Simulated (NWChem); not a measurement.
A series in which one site is exchanged, each optimised at PBE0/def2-SVP with NWChem, gas phase unless a solvent is named. Some are not confirmed as minima by frequencies. def2 effective core potentials on Zr, Hf; no spin-orbit coupling.

A: [Cl][ZrH3] (ZrH3Cl; site = Zr)
B: [Cl][TiH3] (TiH₃Cl; site = Ti)
C: CCl (CH3Cl; site = C)
D: [HfH3][Cl] (HfH3Cl; site = Hf)

Values for A:

- vertical ionisation energy, ΔSCF, CAM-B3LYP/def2-SVP (eV): 11.08
- static polarisability, CAM-B3LYP/def2-SVPD (bohr³): 62.5
- lowest singlet excitation, CAM-B3LYP/def2-SVPD, TDA (eV): 4.15

How do these values change for the other members?


```json
[
 {"change from A": "vertical ionisation energy, ΔSCF, CAM-B3LYP/def2-SVP (eV)", "B": "+0.42", "C": "+0.15", "D": "-0.04"},
 {"change from A": "static polarisability, CAM-B3LYP/def2-SVPD (bohr³)", "B": "-5.0", "C": "-33.4", "D": "-2.6"},
 {"change from A": "lowest singlet excitation, CAM-B3LYP/def2-SVPD, TDA (eV)", "B": "-0.83", "C": "+3.28", "D": "+0.34"}
]
```
